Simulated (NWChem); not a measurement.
Everything below was run with NWChem. System: AlCl3, charge 0, spin multiplicity 1, at a geometry optimised with PBE/def2-SVP. The structure started from a generated list of species. Level: PBE/def2-SVP.

Job file:

```
start mol
memory heap 200 mb stack 900 mb global 1100 mb
geometry units angstroms nocenter noautoz noautosym
  Al     0.000000     0.000000    -0.000003
  Cl     0.000000     0.000000     2.093684
  Cl     1.813195     0.000000    -1.046841
  Cl    -1.813195     0.000000    -1.046841
end
basis spherical
  * library def2-svp
end
dft
  xc xpbe96 cpbe96
  semidirect memsize 60000000 filesize 0
  iterations 100
end
task dft energy
```

Output (cleaned and shortened):

```
             Northwest Computational Chemistry Package (NWChem) 7.3.0
             --------------------------------------------------------

                                NWChem Input Module
                                -------------------

 Scaling coordinates for geometry "geometry" by  1.889725989
 (inverse scale =  0.529177249)

                             Geometry "geometry" -> ""
                             -------------------------

 Output coordinates in angstroms (scale by  1.889725989 to convert to a.u.)

  No.       Tag          Charge          X              Y              Z
 ---- ---------------- ---------- -------------- -------------- --------------
    1 Al                  13.0000     0.00000000     0.00000000    -0.00000300
    2 Cl                  17.0000     0.00000000     0.00000000     2.09368400
    3 Cl                  17.0000     1.81319500     0.00000000    -1.04684100
    4 Cl                  17.0000    -1.81319500     0.00000000    -1.04684100

 Effective nuclear repulsion energy (a.u.)     294.0888169366

            Nuclear Dipole moment (a.u.)
            ----------------------------
        X                 Y               Z
 ---------------- ---------------- ----------------
     0.0000000000     0.0000000000    -0.0000094486


 Summary of "ao basis" -> "" (spherical)
 ------------------------------------------------------------------------------
       Tag                 Description            Shells   Functions and Types
 ---------------- ------------------------------  ------  ---------------------
 *                          def2-svp                  on all atoms

  pbe96 is a nonlocal functional; adding pw91lda local functional.

                                 NWChem DFT Module
                                 -----------------

 Summary of "ao basis" -> "ao basis" (spherical)
 ------------------------------------------------------------------------------
       Tag                 Description            Shells   Functions and Types
 ---------------- ------------------------------  ------  ---------------------
 Al                         def2-svp                 8       18   4s3p1d
[...]
 Vector   32  Occ=2.000000D+00  E=-2.855397D-01
              MO Center=  3.0D-06, -1.3D-09,  1.8D-05, r^2= 5.5D+00
   Bfn.  Coefficient  Atom+Function         Bfn.  Coefficient  Atom+Function
  ----- ------------  ---------------      ----- ------------  ---------------
    29      0.382973  2 Cl px                49     -0.331663  3 Cl pz
    67      0.331662  4 Cl pz                26      0.285169  2 Cl px
    46     -0.246963  3 Cl pz                64      0.246962  4 Cl pz
    47     -0.191481  3 Cl px                65     -0.191481  4 Cl px
    23      0.165706  2 Cl px                43     -0.143505  3 Cl pz

 Vector   33  Occ=0.000000D+00  E=-7.711273D-02
              MO Center= -3.4D-08,  3.6D-07, -1.5D-05, r^2= 4.1D+00
   Bfn.  Coefficient  Atom+Function         Bfn.  Coefficient  Atom+Function
  ----- ------------  ---------------      ----- ------------  ---------------
     4      0.859013  1 Al s                  3      0.595748  1 Al s
    31      0.350093  2 Cl pz                 2      0.318596  1 Al s
    47      0.303194  3 Cl px                65     -0.303194  4 Cl px
    22     -0.265179  2 Cl s                 40     -0.265179  3 Cl s
    58     -0.265179  4 Cl s                 28      0.189266  2 Cl pz

 Vector   34  Occ=0.000000D+00  E=-6.697608D-02
              MO Center=  2.8D-08, -3.8D-07, -3.2D-06, r^2= 3.9D+00
   Bfn.  Coefficient  Atom+Function         Bfn.  Coefficient  Atom+Function
  ----- ------------  ---------------      ----- ------------  ---------------
    12      0.698707  1 Al py                 9      0.470642  1 Al py
    30     -0.271537  2 Cl py                48     -0.271536  3 Cl py
    66     -0.271535  4 Cl py                 6     -0.215749  1 Al py
    27     -0.157150  2 Cl py                45     -0.157150  3 Cl py
    63     -0.157150  4 Cl py                24     -0.088365  2 Cl py

 Vector   35  Occ=0.000000D+00  E= 4.782259D-02
              MO Center=  3.4D-04,  9.5D-09, -4.3D-01, r^2= 4.8D+00
   Bfn.  Coefficient  Atom+Function         Bfn.  Coefficient  Atom+Function
  ----- ------------  ---------------      ----- ------------  ---------------
    13      1.303086  1 Al pz                22     -0.585072  2 Cl s
    31      0.314143  2 Cl pz                10      0.303741  1 Al pz
    40      0.292321  3 Cl s                 58      0.292716  4 Cl s
    47     -0.290446  3 Cl px                65      0.290560  4 Cl px
    21     -0.198621  2 Cl s                 49     -0.189136  3 Cl pz

 center of mass
 --------------
 x =   0.00000000 y =   0.00000000 z =  -0.00000016

 moments of inertia (a.u.)
 ------------------
         821.092854098718           0.000000000000           0.000000000000
           0.000000000000        1642.196618068306           0.000000000000
           0.000000000000           0.000000000000         821.103763969587

     Multipole analysis of the density
     ---------------------------------

     L   x y z        total         alpha         beta         nuclear
     -   - - -        -----         -----         ----         -------
     0   0 0 0     -0.000000    -32.000000    -32.000000     64.000000

     1   1 0 0      0.000001      0.000000      0.000000      0.000000
     1   0 1 0      0.000000      0.000000      0.000000      0.000000
     1   0 0 1     -0.000007      0.000001      0.000001     -0.000009

     2   2 0 0    -38.827579   -219.002337   -219.002337    399.177096
     2   1 1 0     -0.000000     -0.000000     -0.000000      0.000000
     2   1 0 1     -0.000002     -0.000001     -0.000001      0.000000
     2   0 2 0    -34.293254    -17.146627    -17.146627      0.000000
     2   0 1 1      0.000000      0.000000      0.000000      0.000000
     2   0 0 2    -38.827550   -218.999671   -218.999671    399.171792

 Task  times  cpu:        1.6s     wall:        1.6s

 Total times  cpu:        1.6s     wall:        1.6s
```
